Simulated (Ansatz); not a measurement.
**Worked example: CH5NO → H2CO + NH3**

Species: CH5NO `CON`, singlet; H2CO (formaldehyde) `C=O`, singlet; NH3 (ammonia) `N`, singlet. 

Shapes, held fixed at every level: PBE0-D4/def2-TZVP. Flexible molecules stand in one conformer, not always the lowest. Programs: Ansatz 0.2.0. The zero-point and thermal change to 298 K, harmonic and unscaled (PBE0-D4/def2-TZVP), is -13.4 kJ/mol.

At CCSD(T)/CBS estimate; 1 Eh = 2625.50 kJ/mol:

| species | energy (Eh) |
| --- | --- |
| CH5NO | -170.858982 |
| H2CO | -114.394077 |
| NH3 | -56.508800 |

Q: Work out ΔH(298 K) of the reaction at this level.

A: 
1. Products less reactants: (-114.394077) + (-56.508800) − [(-170.858982)] = -0.043895 Eh = -115.2 kJ/mol.
2. With the thermal change: -115.2 + (-13.4) = -128.6 kJ/mol.

Other levels give -150.2 (HF/def2-TZVPP) to -72.7 kJ/mol (SPW92/def2-TZVPP). No measured value is set beside it here. The CBS estimate extrapolates MP2 from def2-TZVPP and def2-QZVPP and adds CCSD(T) − MP2 in the triple-zeta set, cores frozen.
